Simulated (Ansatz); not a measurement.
Relaxation of BH₂O (4 atoms, charge 0, multiplicity 2), to a largest force component of 0.02 eV/Å in at most 40 steps.

These are results of Ansatz 0.2.0, UKS PBE-D4/def2-SVP, not measurements.

```xyz
4
Properties=species:S:1:pos:R:3:forces:R:3
B -0.151 -0.294 0.673 0.91 2.98 -2.44
O 0.080 0.831 -0.277 1.94 -3.37 1.05
H -0.878 -1.175 0.302 -0.55 -0.52 0.15
H 1.005 0.579 -0.718 -2.30 0.91 1.23
```

Task: Where does it end, and by what steps?

Result: It converged. After 7 steps the energy has fallen by 1.016 eV; H4 moved furthest, 0.40 Å.

```csv
step,energy less start (eV),largest force component (eV/Å),accepted
0,0.0000,3.368,yes
1,-0.5025,2.383,yes
2,-0.2691,10.697,no
3,-0.8482,1.541,yes
4,-0.9896,0.412,yes
5,-1.0143,0.126,yes
6,-1.0159,0.022,yes
7,-1.0159,0.004,yes
```

```xyz
4
Properties=species:S:1:pos:R:3
B 0.000 -0.486 0.390
O 0.114 0.551 -0.455
H -1.076 -1.043 0.546
H 1.017 0.918 -0.501
```

Run time: 6.8 s on 1 thread of AMD EPYC 7R43 64-Core Processor (Zen 3), with other jobs on the host, peak memory 0.14 GiB.
